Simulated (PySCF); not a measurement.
CHN, SMILES [C-]#[NH+]. Coordinates come from a r2SCAN-D4/def2-TZVPD optimisation.

PySCF 2.14.0 with TDA-CAM-B3LYP/def2-TZVPD puts the lowest singlet excitations at 8.41, 8.42, 8.42, 8.70, 8.70, 8.98 eV.

What are the lowest excitation roots from PySCF with ADC(3)/aug-cc-pVDZ? (The exact figures need the calculation; the answer reports its results.)

7.94, 7.94, 8.25, 8.61, 9.62, 9.84 eV. S1 differs by -0.47 eV (second minus first; roots are paired by order, and the bases may differ).
